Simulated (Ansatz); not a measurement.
**Tungsten, bcc: revPBE0 at the revPBE geometry**

How do the levels change when part of the exchange is made exact, and what does it cost? Spin polarisation is left out. The cell comes from an earlier revPBE relaxation. Exact exchange is dear, so the k-mesh is coarse, and revPBE is run on the same mesh for comparison.

Computed with Ansatz 0.2.0 (DFT, plane waves (420 eV) with PBE-made PAW files, scalar-relativistic; functionals as named at each step, unless a step says otherwise).

### 1 Starting point

Symmetry: Im-3m, No. 229, cubic system. The conventional cell has a = 3.194 Å, b = 3.194 Å, c = 3.194 Å, α = 90.00°, β = 90.00°, γ = 90.00°. Around W (site symmetry m-3m) lie 8 W at 2.77 Å.

Coordinates:

```cif
data_structure
_symmetry_space_group_name_H-M 'P 1'
_symmetry_Int_Tables_number 1
_cell_length_a 2.7660
_cell_length_b 2.7660
_cell_length_c 2.7660
_cell_angle_alpha 109.471
_cell_angle_beta 109.471
_cell_angle_gamma 109.471
_cell_volume 16.29
loop_
_atom_site_label
_atom_site_type_symbol
_atom_site_fract_x
_atom_site_fract_y
_atom_site_fract_z
_atom_site_occupancy
W1 W 0.00000 0.00000 0.00000 1
```

### 2 revPBE, coarse mesh

The run with revPBE.

The input, input.yaml:

```yaml
crystal:
  lattice:
    - [-1.5969614455, 1.5969614455, 1.5969614455]
    - [1.5969614455, -1.5969614455, 1.5969614455]
    - [1.5969614455, 1.5969614455, -1.5969614455]
  atoms:
    - { symbol: W, position: [0.0, 0.0, 0.0] }
hamiltonian:
  xc: revpbe
  pseudopotentials:
    kind: paw
    azcp:
      W: "pseudopotentials/W.paw.azcp"
basis:
  ecutwfc: 420
  fft_grid_basis: typed
kpoints:
  mp_grid: { grid: [7, 7, 7], shift: [0, 0, 0] }
magnetization:
  spin_polarized: false
scf:
  occupations: { method: fermi_dirac, width: 0.1 }
```

The program printed, shortened:

```text
Warning: RAYON_NUM_THREADS=4 ignored (pool sized by the plan → 4); use --threads N
[...]
Pseudopotentials: kind: paw
Pseudopotential: W, paw, valence charge 14, recommended cutoff 420 eV (normal), <dir>
Functional definition: revPBE
[...]
Crystal: 1 atoms, lattice volume = 16.291 Å³
Basis set: ecut = 420 eV, 321 PW (Γ)
Bands: 11, of which v1, the nominal top of the filled ones, is band 7 counted from 1 (6 counted from 0)
Symmetry: 48 space group operations
Space group: Im-3m (ITA 229), of the structure as read, at distance tolerance 2.5e-5 Å
k-points: 20 of 343
[...]
SCF iter   1: F=—  HF=-10393.836514 eV  |F-HF|=—  |Δ(HF+E_count)|=         —  Δρ=2.35e-3  dr2=4.01e-4  ethr=1.77e-3  ⟨swp⟩=5.0  Hψ=1161  notcnv=0
[...]
SCF iter   6: F=-10393.836201 eV  HF=-10393.836201 eV  |F-HF|=2.69e-10  |Δ(HF+E_count)|=  4.47e-10  Δρ=2.15e-6  dr2=4.06e-10  ethr=1.14e-11  ⟨swp⟩=1.0  Hψ=620  notcnv=0
[...]
SCF converged after 6 iterations
Free energy (F): -10393.836201 eV
[...]
E sigma→0 (E₀):  -10393.821023 eV
Entropy (-TS):   -0.030356 eV (-30.356 meV/atom)
Fermi energy:    22.034504 eV
[...]
```

Run time: 0.21 s. Hardware: 4 threads of an x86-64 CPU, shared host; peak memory 0.41 GiB.

### 3 revPBE0 on the coarse mesh

The run with revPBE0.

Changes to input.yaml since step 2:

```diff
@@ -8,3 +8,3 @@
 hamiltonian:
-  xc: revpbe
+  xc: revpbe0
   pseudopotentials:
```

The program printed, shortened:

```text
Warning: RAYON_NUM_THREADS=4 ignored (pool sized by the plan → 4); use --threads N
[...]
[... 2 set-up lines as earlier in the session ...]
Functional definition: revPBE0
[...]
Crystal: 1 atoms, lattice volume = 16.291 Å³
Basis set: ecut = 420 eV, 321 PW (Γ)
Bands: 11, of which v1, the nominal top of the filled ones, is band 7 counted from 1 (6 counted from 0)
[... 2 set-up lines as earlier in the session ...]
k-points: 20 of 343
[...]
SCF iter   1: F=—  HF=-10393.836118 eV  |F-HF|=—  |Δ(HF+E_count)|=         —  Δρ=4.55e-3  dr2=3.13e-3  ethr=1.77e-3  ⟨swp⟩=5.8  Hψ=841  notcnv=0
[...]
Frozen-core exchange: fock
[...]
hybrid outer 1: dexx = +1.007e-2 eV, tail = 7.25e-3 eV
Frozen-core exchange: fock
[...]
hybrid outer 4: dexx = +4.450e-6 eV, tail = 1.11e-7 eV, Δε = 3.85e-2 eV (about 3.59e-3 eV left of the loop's levels)
hybrid SCF converged: 4 outer / 16 inner (+6 warm-up), last move |dexx| = 4.45e-6 eV, tail = 1.11e-7 eV
Stability not checked: this state was not tested for a lower state beside it, because the functional holds exact exchange (a hybrid, or Hartree-Fock), whose exchange loop this test does not read (fock_operator; see scf.lower_state_search)
Free energy (F): -10389.984436 eV
Frozen-core exchange: fock
[...]
E sigma→0 (E₀):  -10389.979392 eV
Entropy (-TS):   -0.010087 eV (-10.087 meV/atom)
Fermi energy:    22.033912 eV
[...]
--- Band table (eV; the first three rows and the last of 20) ---
  k-point 0: bands = ["-56.7104", "-18.8416", "-18.8416", "-18.8416", "10.6520", "20.0106", "20.0106", "20.0106", "25.3016", "25.3016"]
[...]
  guard bands above this table: 1 of the run's 11 bands, where the rule asks 2: the bands that hold charge and the lowest empty level above them stay in the table. The solve was not asked for them (output.publish_guard_bands: true or output.eigenvalues: true publishes all)
```

It took 3 s on 4 threads of an x86-64 CPU, shared host; peak memory 0.86 GiB.

### 4 The functionals compared

```csv
functional,gap on the mesh,Fermi energy (eV),SCF cycles,exchange loops,CPU time
revPBE,none (levels filled in part),22.035,6,-,0.31 s
revPBE0,none (levels filled in part),22.034,22,4,7.8 s
```

### 5 What came out

| quantity | value |
| --- | --- |
| revPBE: gap | none (levels filled in part) |
| revPBE0: gap | none (levels filled in part) |
| revPBE0: SCF cycles, exchange loops | 22, 4 |
| revPBE0: CPU time over that of revPBE | 25 |

What this shows: Neither revPBE nor revPBE0 shows a clean gap on this mesh. The hybrid took 25 times as much CPU time as revPBE on the same settings. The exchange operator of revPBE0 was renewed in 4 outer loops. The total energies in the logs cannot be compared from one functional to another.
